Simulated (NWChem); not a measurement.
Molecule: propene (C$_{3}$H$_{6}$); SMILES C=CC

```xyz
9

C     -0.1667    -1.2306     0.0000
C      0.4517     0.1282     0.0000
C     -0.2149     1.2835     0.0000
H      0.1497    -1.8112    -0.8830
H      0.1497    -1.8112     0.8830
H     -1.2656    -1.1789     0.0000
H      1.5493     0.1581     0.0000
H     -1.3099     1.3122     0.0000
H      0.3065     2.2444     0.0000
```
Atoms are numbered in this order, from 1.

All runs: NWChem. Coordinates come from a PBE0/def2-SVP optimisation. Ions are spin-unrestricted doublets at the neutral geometry; other ion states weren't tried.

Predict the results for PBE0/def2-SVP. Quantities: vertical ionisation energy, ΔSCF (eV); −ε(HOMO) (eV).


- vertical ionisation energy, ΔSCF (eV) = 9.70
- −ε(HOMO) (eV) = 7.28
